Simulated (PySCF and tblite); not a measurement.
Values are calculated unless marked as measured or tabulated.
C5H6O, numbered as in [CH2:1]=[CH:2][C:3](=[O:4])[CH:5]=[CH2:6]. Level: PBE0-D3(BJ)/def2-TZVP//PBE0-D3(BJ)/def2-SVP, thermal terms from GFN2-xTB, symmetry numbers and mirror pairs counted. Conformers within 3 kcal/mol (GFN2-xTB free energy) were kept, 8 at most. GIAO shieldings: KT3/pcSseg-2. Shifts are against TMS (¹H), TMS (¹³C) at the same level; of two unlike H on one atom, a is the less shielded. Codes: tblite and PySCF.

Torsions listed: C1–C2–C3–O4, O4–C3–C5–C6. Of a mirror pair one member is shown.

```csv
conformer,shape,point group,mirror pair,ΔE(DFT),Δ(G−E) at 200 K,δ H1a/H6a (ppm)
1,"1°, 0°",C2v,no,0.00,0.00,6.84
2,"-1°, -179°",Cs,no,0.19,0.08,6.48
3,"150°, 150°",C2,yes,1.17,0.25,6.01
```

Energies in kcal/mol; the thermal term leaves out symmetry numbers and mirror images.

Problem. Work out the weights at 200 K and the ¹H shift of H1a/H6a under fast exchange.

Solution. RT = 0.397 kcal/mol. Each conformer gets RT ln(σ/g), with σ the rotational symmetry number and g = 2 for a mirror pair: 1: σ = 2, g = 1, G = 0.00 + 0.00 + 0.28 = 0.28, 0.00 above the lowest, exp(−ΔG/RT) = 0.993; 2: σ = 1, g = 1, G = 0.19 + 0.08 + 0.00 = 0.27, 0.00 above the lowest, exp(−ΔG/RT) = 1.000; 3: σ = 2, g = 2, G = 1.17 + 0.25 + 0.00 = 1.42, 1.15 above the lowest, exp(−ΔG/RT) = 0.055. The sum is 2.048, so the weights are 48.5, 48.9, 2.7 %. The averaged shift is 6.64 ppm. At 298.15 K it is 6.59 ppm. At 298.15 K the leading conformer alone gives 6.48 ppm and bare DFT energies give 6.64 ppm.

Thermal terms of a conformer that GFN2-xTB lacks, or places elsewhere, come from the nearest GFN2-xTB minimum; such a conformer stays in the set even outside the window.
